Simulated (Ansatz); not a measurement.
**Structure relaxation of Sr₂I**

Level of theory: Ansatz 0.2.0, DFT PBE, scalar-relativistic, plane waves, PAW. Cutoff 420 eV, Γ-centred k mesh, Gaussian smearing, no spin polarisation in the final step.

Sr₂I was placed on the anti-CaCl2 structure type (Pnnm, No. 58), with I in place of Ca, Sr in place of Cl, at a guessed volume.

```xyz
6
Lattice="6.8893 0.0000 0.0000 0.0000 7.0990 0.0000 0.0000 0.0000 4.6370" Properties=species:S:1:pos:R:3 pbc="T T T"
Sr    1.5501    5.8567    2.3185
Sr    4.9947    4.7918    0.0000
Sr    5.3392    1.2423    2.3185
Sr    1.8945    2.3072    0.0000
I     3.4446    3.5495    2.3185
I     0.0000    0.0000    0.0000
```

Cell and atoms relax at zero pressure; the relaxation can't lower the symmetry of the start. After a coarse first stage the cell is made exact in the group found at 0.06 Å.

The zero of energy is the elements' standard structures at the same level; no fitted shifts are applied.

(1) What does it relax into?

(2) What are its volume, energy, density and gap?

Answers

(1) It keeps Pnnm (No. 58). The result has the CaCl2 structure. Conventional cell: a = 7.571 Å, b = 8.999 Å, c = 4.273 Å. Sr is coordinated by 3 I at 3.35–3.49 Å; around I lie 6 Sr at 3.35–3.49 Å and 2 I at 4.27 Å.

```cif
data_structure
_symmetry_space_group_name_H-M 'Pnnm'
_symmetry_Int_Tables_number 58
_cell_length_a 7.5709
_cell_length_b 8.9986
_cell_length_c 4.2727
_cell_angle_alpha 90.000
_cell_angle_beta 90.000
_cell_angle_gamma 90.000
_cell_volume 291.09
loop_
_atom_site_label
_atom_site_type_symbol
_atom_site_symmetry_multiplicity
_atom_site_Wyckoff_symbol
_atom_site_fract_x
_atom_site_fract_y
_atom_site_fract_z
_atom_site_occupancy
Sr1 Sr 4 g 0.30717 0.83504 0.50000 1
I1 I 2 a 0.50000 0.50000 0.50000 1
```

(2) The volume per atom is 48.52 Å³, the density is 3.45 g/cm³ and the energy over the elements is -0.64 eV/atom. The gap on the 6×4×10 mesh is 0 eV (a metal).

The final run used a 6×4×10 mesh on its 6-atom cell and 0.10 eV smearing. The k mesh leaves about 4 meV/atom of noise in metals. Spin–orbit coupling is left out. Symmetry constrained the relaxation, so the result can be a saddle point. The steps took about 18 core-minutes in all.